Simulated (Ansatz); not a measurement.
The input, for Ansatz 0.2.0:

```yaml
crystal:
  periodic: [false, false, false]
  atoms:
    - {symbol: C, position_ang: [0.000000, 0.000000, 0.000000]}
    - {symbol: H, position_ang: [0.000000, 0.000000, 1.363000]}
basis:
  gaussian: {orbitals: cc-pVTZ-DK}
magnetization: {spin_polarized: false, initial_magnetization: 1}
hamiltonian: {xc: {name: PBE}}
correlation: {method: ccsdt, electrons: valence}
```

```sh
$ ansatz run in.yaml --threads 1 --pin off --events-out ev --progress --plain --max-ram 2393MiB
```

Output:

```
498 factors; integrals over basis functions are off by at most 2.5e-7 eV
mean field evaluation 1: about -1045.2559 eV, gradient 1.1e1 eV
mean field evaluation 2: about -1045.2539 eV, gradient 1.1e1 eV
mean field evaluation 4: about -1045.6311 eV, gradient 2.6e0 eV
mean field evaluation 8: about -1045.6198 eV, gradient 3.4e0 eV
mean field evaluation 16: about -1045.6550 eV, gradient 2.3e-6 eV
mean field evaluation 32: about -1045.4262 eV, gradient 6.5e0 eV
mean field -1045.65497767 eV, -38.4271116590 hartree, gradient 2.3e-6 eV, S^2 0.750000; 4 other end points of the search recorded, 0 dependent functions left out
mean field evaluation 64: about -1041.3962 eV, gradient 1.5e0 eV
1 core orbitals not correlated: weight in the atoms' cores, before any rotation towards them, 1.000 or more for the frozen orbitals, at most 0.000 for the correlated occupied ones
reference -1041.12290797 eV, -38.2605611694 hartree; 3, 2 occupied and 40, 41 virtual orbitals, 498 factors
second order -2.99852514 eV of doubles, -0.20166002 eV of singles
cycle   1  -3.59956253 eV  change   -4.0e-1 eV  update   5.8e-2
cycle   2  -3.92130610 eV  change   -3.2e-1 eV  update   2.8e-2
cycle   3  -3.95353641 eV  change   -3.2e-2 eV  update   1.1e-2
cycle   4  -3.95815405 eV  change   -4.6e-3 eV  update   5.4e-3
cycle   5  -3.96054091 eV  change   -2.4e-3 eV  update   2.2e-3
cycle   6  -3.96126855 eV  change   -7.3e-4 eV  update   1.3e-3
cycle   7  -3.96042314 eV  change    8.5e-4 eV  update   5.3e-4
cycle   8  -3.96127199 eV  change   -8.5e-4 eV  update   1.9e-4
cycle   9  -3.96101750 eV  change    2.5e-4 eV  update   7.9e-5
cycle  10  -3.96103864 eV  change   -2.1e-5 eV  update   3.8e-5
cycle  11  -3.96104531 eV  change   -6.7e-6 eV  update   2.1e-5
cycle  12  -3.96106583 eV  change   -2.1e-5 eV  update   1.1e-5
cycle  13  -3.96105915 eV  change    6.7e-6 eV  update   4.8e-6
cycle  14  -3.96105571 eV  change    3.4e-6 eV  update   1.6e-6
cycle  15  -3.96105573 eV  change   -1.3e-8 eV  update   6.7e-7
cycle  16  -3.96105633 eV  change   -6.0e-7 eV  update   3.1e-7
Total energy: -1045.08396430 eV, -38.4061273046 hartree
Relativity: scalar
```

Ran on 1 thread of Arm Neoverse V1, shared host: 4.2 s wall, 0.16 GiB peak host memory.
